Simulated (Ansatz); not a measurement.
A nudged elastic band was laid between two geometries of C₂H₇FN₂O (13 atoms, charge 0, multiplicity 1).

Method: Ansatz, RKS B3LYP-D4/def2-mTZVP.

| Item | Value |
| --- | --- |
| movable images | 5 |
| climbing image | yes |
| spring | 5.0 eV/Å² |
| optimiser | quadratic models (default) |
| start path | through a guess of the saddle point |
| force threshold | 0.05 eV/Å |
| iteration limit | 60 |
| end points | relaxed |

First end point:

```xyz
13
Properties=species:S:1:pos:R:3
C 0.718 -0.693 1.345
N 0.791 0.342 0.315
C -0.376 0.522 -0.502
N -0.731 -0.584 -1.326
O -0.218 1.610 -1.332
F -1.433 0.810 0.417
H 1.655 -0.694 1.901
H 0.557 -1.707 0.954
H -0.084 -0.456 2.040
H 1.566 0.161 -0.317
H -1.491 -0.318 -1.946
H -1.045 -1.361 -0.755
H 0.113 2.333 -0.778
```

Last end point:

```xyz
13
Properties=species:S:1:pos:R:3
C 0.712 -0.693 1.298
N 0.728 0.351 0.276
C -0.522 0.581 -0.429
N -1.114 -0.459 -1.217
O -0.353 1.660 -1.271
F -1.448 0.873 0.579
H 1.707 -0.767 1.735
H 0.434 -1.689 0.922
H 0.018 -0.418 2.088
H 1.441 0.154 -0.422
H -0.578 -0.612 -2.064
H -1.185 -1.324 -0.693
H 0.181 2.307 -0.785
```

Question: What changes between the two ends?

Answer: No bond is made or broken. The height of N4 over the plane of its neighbours goes from -0.38 to 0.35 Å.

Question: What energy profile does the band end with?

Answer: The run converged. The highest image is number 4 of 0 to 6, 19.5 kJ/mol above the first end and 3.2 kJ/mol above the last; the last end lies 16.4 kJ/mol above the first. A vibrational analysis at the climbing image gives one clearly imaginary mode, 548i cm⁻¹: a first-order saddle point.

```csv
image,path coordinate (Å),energy (kJ/mol),height of N4 over the plane of its neighbours (Å)
0,0.00,0.0,-0.38
1,0.21,0.6,-0.37
2,0.43,3.8,-0.30
3,0.64,13.9,-0.13
4,0.85,19.5,0.07
5,1.57,17.5,0.33
6,2.29,16.4,0.35
```

Question: What is the geometry of the highest image?

Answer: 
```xyz
13
Properties=species:S:1:pos:R:3:forces:R:3
C 0.684 -0.708 1.363 0.00 0.00 -0.01
N 0.780 0.292 0.302 -0.01 -0.02 -0.03
C -0.409 0.549 -0.463 0.00 0.01 0.02
N -0.930 -0.533 -1.169 -0.04 -0.04 0.02
O -0.204 1.599 -1.348 0.03 0.02 -0.01
F -1.367 1.011 0.498 0.00 0.01 -0.01
H 1.633 -0.738 1.898 0.00 0.00 0.00
H 0.461 -1.727 1.015 0.00 0.00 0.00
H -0.092 -0.413 2.064 0.00 0.00 0.00
H 1.533 0.086 -0.346 0.00 0.01 0.00
H -1.537 -0.365 -1.952 0.00 0.01 -0.01
H -0.568 -1.458 -1.035 0.03 0.00 0.00
H 0.037 2.371 -0.812 -0.01 0.00 0.00
```

Question: What are the harmonic wavenumbers there?

Answer: 548i, 106, 200, 208, 253, 361, 426, 482, 541, 566, 592, 751, 787, 951, 1000, 1090, 1156, 1177, 1230, 1315, 1420, 1478, 1498, 1525, 1543, 1644, 2959, 3085, 3139, 3526, 3623, 3750, 3765 cm⁻¹.

The run took 5.6 min on 2 threads of Arm Neoverse V1, on a shared host, peak memory 0.35 GiB.
